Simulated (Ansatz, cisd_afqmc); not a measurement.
Species: C$_{2}$H$_{3}$O, charge 0, doublet. C2H3O (SMILES C[C]=O, doublet).
B3LYP-D3(BJ)/def2-TZVP minimum from Ansatz (a first-principles code):
```xyz
6

C     -0.9717    -0.6516    -0.0052
C      0.0062     0.4945     0.0051
H     -0.4534    -1.6140    -0.0159
H     -1.6108    -0.5706     0.8749
H     -1.6134    -0.5526    -0.8815
O      1.1838     0.4600     0.0029
```
Charge 0, spin multiplicity 2.

Total energies in cc-pVDZ, 17 correlated electrons, 3 frozen orbitals. Radicals and triplets start from unrestricted determinants; spin-orbit coupling is neglected. Cores are frozen in correlated methods. No relativity. AFQMC/CISD: phaseless, guided by CISD from CCSD amplitudes; bars are statistical, one sigma. Outlying blocks are dropped, and bars are widened where a walk drifts. Over all cases where full CI ran beside it in this data, AFQMC minus full CI had a median of +0.1 mEh and passed +0.4 mEh in a tenth of the cases.

| method | program | energy (Eh) | minus CCSDT(Q) (mEh) |
|---|---|---|---|
| HF | Ansatz | -152.31140 | 475.39 |
| MP2 | Ansatz | -152.74440 | 42.39 |
| CCSD | Ansatz | -152.76954 | 17.25 |
| CCSD(T) | Ansatz | -152.78454 | 2.25 |
| CCSDT(Q) | Ansatz | -152.78679 | 0.00 |
| AFQMC/CISD | cisd_afqmc | -152.7864 ± 0.0004 | 0.4 ± 0.4 |
